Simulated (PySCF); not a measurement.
Results of G0W0@Hartree–Fock (PySCF, GTH pseudopotentials, Gaussian basis, analytic continuation) for rock-salt KF.

The same calculation (at the measured cell, 19.077 Å³/atom) with different numerical settings; throughout: k mesh 2×2×2:

```csv
run,basis,gap over the k-points evaluated (eV)
1,DZ,12.971
2,TZ,12.723
3,QZ,12.651
```

In the column gap over the k-points evaluated (eV) the first row differs from the last by +0.320 and the next to last by +0.072.

The last row is no converged limit: other settings stay fixed.
